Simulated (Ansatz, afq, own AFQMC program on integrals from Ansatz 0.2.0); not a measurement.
Two steps: Ansatz 0.2.0 writes the Fock matrix and Cholesky factors of the valence space, and afq projects on them the lowest state that overlaps trial and start.

```yaml
crystal:
  periodic: [false, false, false]
  atoms:
    - {symbol: B, position_ang: [0.000000, 0.000000, 2.576511]}
    - {symbol: Al, position_ang: [0.000000, 0.000000, -1.263489]}
    - {symbol: H, position_ang: [0.000000, 1.077612, 3.093549]}
    - {symbol: H, position_ang: [0.000000, -1.077612, 3.093549]}
basis:
  gaussian: {orbitals: cc-pVDZ}
magnetization: {spin_polarized: true, initial_magnetization: 2}
correlation: {method: ccsd_t, electrons: outside_noble_gas, hamiltonian_folder: ham}
```

```sh
$ ansatz run in.yaml --threads 1 --pin off --events-out ev --progress --plain --max-ram 1382MiB
```

Options of the walk:

```
--method phaseless --trial hf --walkers 120 --populations 1 --least-time 40 --time-step 0.005 --steps-per-block 20 --equilibration-blocks 160 --max-blocks 600 --target-error 0.00204 --factor-cut 1e-05 --start spin_pure --seed 9514 --taylor-order 6
```

Times are imaginary, in 1/Eh. The walk had a cap of 932 s.

```
orbitals 36  electrons 5 3  factors 249 of 401
reference energy -267.62902631 Eh
CCSD correlation -0.13513390 Eh in 15 cycles, weight of the determinant in the CISD state 0.8863
energy of the start -267.629208 Eh
 block  time / (1/Eh)  mean weight  energy / Eh
     1     0.100  0.9996  -267.650824
     2     0.200  1.0001  -267.666117
     3     0.300  1.0000  -267.679989
     4     0.400  1.0007  -267.690399
     5     0.500  1.0017  -267.704137
     8     0.800  0.9996  -267.722732
    15     1.500  1.0008  -267.734080
    57     5.700  0.9997  -267.767222
    99     9.900  0.9998  -267.754067
   141    14.100  1.0001  -267.756986
   183    18.300  1.0013  -267.764870
   225    22.500  1.0000  -267.783011
   267    26.700  1.0007  -267.764832
   281    28.100  0.9985  -267.811234
   309    30.900  1.0006  -267.773770
   351    35.100  0.9989  -267.752323
   393    39.300  1.0008  -267.774869
   435    43.500  0.9993  -267.779094
   477    47.700  0.9993  -267.744003
   519    51.900  1.0010  -267.760207
   547    54.700  0.9995  -267.768361
blocks merged  error / Eh  count
     1  0.000513  400
     2  0.000676  200
     4  0.000879  100
     8  0.001137  50
    16  0.001378  25
    32  0.001723  12
energy -267.766769 +/- 0.001378 Eh
(rows thinned)
```

(1) Estimate how long the walk took on 1 thread of Arm Neoverse V2, with other jobs on the host.

The run passed its tests (sampling time, drift between the halves within three errors, error under three times the target), which doesn't prove that it has relaxed.

Against this walk (error 37.5 meV) on the same determinant: CCSD(T) 10.0 meV higher (within the noise), CCSDT(Q) 23.2 meV lower (within the noise), a separate phaseless walk with a CISD trial and standard settings 17.8 ± 40.4 meV lower (within the noise). The error is statistical and leaves out the bias of the constraint.

Cautions: constraint bias not in the error; lower spins were not checked.

Answers

(1) 2.8 min of wall time.

CCSDT and higher add their correlation energy to the determinant of the CCSD(T) run, since their own runs factorise the integrals more tightly (a shift of under 2 meV). A walk keeps the symmetry of its determinant, which the program's search chose and which needn't be the lowest solution, so a lower state of the same spin and another symmetry isn't excluded.
